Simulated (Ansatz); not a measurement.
Molecule: NaCl (charge -1, doublet). 
Geometry from a B3LYP-D3(BJ)/def2-TZVP (Ansatz, a quantum-chemistry and plane-wave program) optimisation:
```xyz
2

Na     0.0000     0.0000    -1.5223
Cl     0.0000     0.0000     0.9850
```
Charge -1, spin multiplicity 2.

**Question.** Give the harmonic wavenumbers at B3LYP-D3(BJ)/def2-TZVP (Ansatz, finite differences of forces, unscaled).

**Answer.** 268 cm⁻¹. Zero-point energy 0.4 kcal/mol.

**Question.** From these and the geometry, give the ideal-gas thermochemistry at 298.15 K and 1 atm (rigid rotor, harmonic oscillator).

**Answer.** Point group C∞v, rotational symmetry number 1. Rotational constants 5.764, 5.764 GHz. S(trans) 38.12, S(rot) 15.86, S(vib) 1.61, S(elec, spin only) 1.38, S 57.0 cal/(mol K). H(298) - H(0) 2.36 kcal/mol; G - E(el) -14.2 kcal/mol.
